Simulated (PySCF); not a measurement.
# S2O (Disulfur monoxide) at 5 levels

Aim: a comparison of 5 runs (HF/STO-3G, B3LYP/6-31G*, PBE0/def2-SVP, MP2/6-311+G**, CCSD(T)/6-311G**) of S2O (Disulfur monoxide). 

The calculation is run with PySCF 2.14.0.

### 1 The system as given

S2O has 3 atoms, charge 0, and is taken as a singlet. As SMILES, `O=S=S`. Geometry: relaxed at PBE0-D4/def2-TZVP.

Bond lengths: O1–S2 1.453 Å, S2–S3 1.880 Å. Angles: O1–S2–S3 117.8°.

### 2 Energy and forces at HF/STO-3G (run 1)

Input file geometry.xyz:

```xyz
3

O      0.451630     1.204020     0.493170
S      0.529120    -0.205510     0.148940
S     -0.980740    -0.998510    -0.642110
```

Input file calc.py:

```python
from pyscf import gto, scf

mol = gto.M(
    atom='geometry.xyz',
    basis='sto-3g',
    verbose=3,
    max_memory=1860,
    charge=0,
    spin=0,
)

mf = scf.RHF(mol)
mf.conv_tol = 1e-10
mf.kernel()
if not mf.converged:
    mf = mf.newton().run(mf.mo_coeff, mf.mo_occ)

energy = mf.e_tot
print('Final energy', energy)
grad = mf.nuc_grad_method().kernel()
mf.analyze()
```

The run is started by

```sh
$ OMP_NUM_THREADS=1 python calc.py
```

Standard output:

```text
converged SCF energy = -860.002976977953
Final energy -860.0029769779528
--------------- RHF gradients ---------------
         x                y                z
0 O     0.0229208432    -0.1568800550    -0.0328149771
1 S    -0.0731507330     0.1438447273     0.0100398870
2 S     0.0502298899     0.0130353277     0.0227750901
----------------------------------------------
**** MO energy ****
MO #1   energy= -90.9770014140278  occ= 2
MO #2   energy= -90.6480195938818  occ= 2
MO #3   energy= -20.2281814377521  occ= 2
MO #4   energy= -8.86470768705684  occ= 2
MO #5   energy= -8.57477136339216  occ= 2
MO #6   energy= -6.49812447899471  occ= 2
MO #7   energy= -6.49317581154141  occ= 2
MO #8   energy= -6.49228013463424  occ= 2
MO #9   energy= -6.20737685838704  occ= 2
MO #10  energy= -6.20231584415089  occ= 2
MO #11  energy= -6.19988776903481  occ= 2
MO #12  energy= -1.34390809760623  occ= 2
MO #13  energy= -0.976709171873128 occ= 2
MO #14  energy= -0.691381875125347 occ= 2
MO #15  energy= -0.519493064289304 occ= 2
MO #16  energy= -0.494132788623467 occ= 2
MO #17  energy= -0.483203381443495 occ= 2
MO #18  energy= -0.306933306270589 occ= 2
MO #19  energy= -0.238657317706665 occ= 2
MO #20  energy= -0.222061561802869 occ= 2
MO #21  energy= 0.12767795025018   occ= 0
MO #22  energy= 0.414296160755396  occ= 0
MO #23  energy= 0.572559347698638  occ= 0
 ** Mulliken atomic charges  **
charge of    0O =     -0.34476
charge of    1S =      0.54998
charge of    2S =     -0.20522
Dipole moment(X, Y, Z, Debye):  1.17442, -0.69378,  0.26753
```

Wall time 2.8 s (1 thread of Intel Xeon at 2.50GHz (Skylake/Cascade Lake), shared host); peak memory 0.12 GiB.

### 3 Energy and forces at B3LYP/6-31G(d) (spherical functions) (run 2)

Input file job.py:

```python
from pyscf import gto, dft

system = gto.Mole()
system.atom = 'O 0.451630 1.204020 0.493170; S 0.529120 -0.205510 0.148940; S -0.980740 -0.998510 -0.642110'
system.verbose = 4
system.charge = 0
system.max_memory = 1860
system.basis = '6-31g*'
system.build()

calc0 = dft.RKS(system, xc='b3lyp')
calc0.conv_tol = 1e-10
calc0.grids.level = 5
calc0.kernel()
if not calc0.converged:
    calc0 = calc0.newton().run(calc0.mo_coeff, calc0.mo_occ)

etot = calc0.e_tot
print('Final energy', etot)
grad = calc0.nuc_grad_method().kernel()
calc0.analyze()
```

The run is started by

```sh
$ OMP_NUM_THREADS=1 python job.py
```

Standard output:

```text
PySCF version 2.14.0

[... 91 lines left out ...]
DFT Exchange-Correlation Energy =      -60.019469983281752
[... 11 lines left out ...]
MO #10  energy= -5.92885070380191  occ= 2
[... 9 lines left out ...]
MO #20  energy= -0.284824973809226 occ= 2
[... 9 lines left out ...]
MO #30  energy= 0.407473629132267  occ= 0
[... 9 lines left out ...]
MO #40  energy= 0.919025678681635  occ= 0
[... 9 lines left out ...]
MO #50  energy= 2.72029926811111   occ= 0
[... 56 lines left out ...]
Dipole moment(X, Y, Z, Debye):  0.80482, -1.22739, -0.01620
```

It took 23 s on 1 thread of Intel Xeon at 2.50GHz (Skylake/Cascade Lake), shared host; peak memory 0.51 GiB.

Runs 3 to 4 aren't shown in full; the table further down has their settings and results.

### 4 The energy at CCSD(T)/6-311G(d,p) (run 5)

Input file mol.xyz:

```xyz
3

O      0.451630     1.204020     0.493170
S      0.529120    -0.205510     0.148940
S     -0.980740    -0.998510    -0.642110
```

Input file input.py:

```python
# Disulfur monoxide
from pyscf import gto, scf, cc

mol = gto.M(
    atom='mol.xyz',
    spin=0,
    max_memory=1860,
    verbose=4,
    basis='6-311g**',
)

myscf = scf.RHF(mol)
myscf.conv_tol = 1e-10
myscf.kernel()
if not myscf.converged:
    myscf = myscf.newton().run(myscf.mo_coeff, myscf.mo_occ)

mycc = cc.CCSD(myscf, frozen=11)
mycc.kernel()
e_t = mycc.ccsd_t()
e_final = mycc.e_tot + e_t
print('Final energy', e_final)
myscf.analyze()
```

The run is started by

```sh
$ OMP_NUM_THREADS=1 python input.py
```

Standard output:

```text
PySCF version 2.14.0

[... 102 lines left out ...]
DFT Exchange-Correlation Energy =      -58.288101543714504
[... 15 lines left out ...]
MO #14  energy= -0.820659960071447 occ= 2
[... 13 lines left out ...]
MO #28  energy= 0.32210061925479   occ= 0
[... 13 lines left out ...]
MO #42  energy= 1.18841837347325   occ= 0
[... 13 lines left out ...]
MO #56  energy= 3.81334597325716   occ= 0
[... 13 lines left out ...]
MO #70  energy= 192.192181041426   occ= 0
[... 76 lines left out ...]
Dipole moment(X, Y, Z, Debye):  1.07698, -1.77555, -0.05700
```

Run time: 12 s. Hardware: 1 thread of Intel Xeon at 2.50GHz (Skylake/Cascade Lake), shared host; peak memory 0.21 GiB.

### 5 The series

```
run                               level  integration grid  frozen core orbitals  energy (Eh)  dipole moment (D) of the reference  HOMO energy (eV)  LUMO energy (eV)  wall time
  1                           HF/STO-3G                 –                     –  -860.002977                                1.39             -6.04              3.47      2.8 s
  2  B3LYP/6-31G* (spherical functions)                 5                     –  -871.545926                                1.47             -7.75             -4.05       23 s
  3                       PBE0/def2-SVP                 5                     –  -870.891670                                1.54             -8.00             -3.86       16 s
  4                       MP2/6-311+G**                 –                    11  -870.358737                                2.11            -11.13             -1.07       17 s
  5                    CCSD(T)/6-311G**                 –                    11  -870.376418                                2.08            -11.03             -0.88       12 s
```

### 6 Results

```
                                           quantity          value
                                run 5: total energy  -870.37642 Eh
        run 5: dipole moment (Hartree–Fock density)         2.08 D
         run 5: HOMO energy (Hartree–Fock orbitals)      -11.03 eV
         run 5: LUMO energy (Hartree–Fock orbitals)       -0.88 eV
       run 5: HOMO–LUMO gap (Hartree–Fock orbitals)       10.15 eV
run 5: correlation energy (11 core orbitals frozen)     -511.3 mEh
                              run 5: (T) correction     -25.70 mEh
                               run 5: T1 diagnostic          0.023
```

In words: Over runs 1, 2, 3 the dipole moment (its size) runs from 1.39 D (HF/STO-3G) to 1.54 D (PBE0/def2-SVP). The two ends differ in method and basis. Over runs 1, 2, 3 the HOMO–LUMO gap runs from 3.70 eV (B3LYP/6-31G*) to 9.52 eV (HF/STO-3G). Totals of different functionals can't be ranked against each other. In run 1 the basis is minimal, so the values are rough. All runs together took 70 s, the longest 23 s.
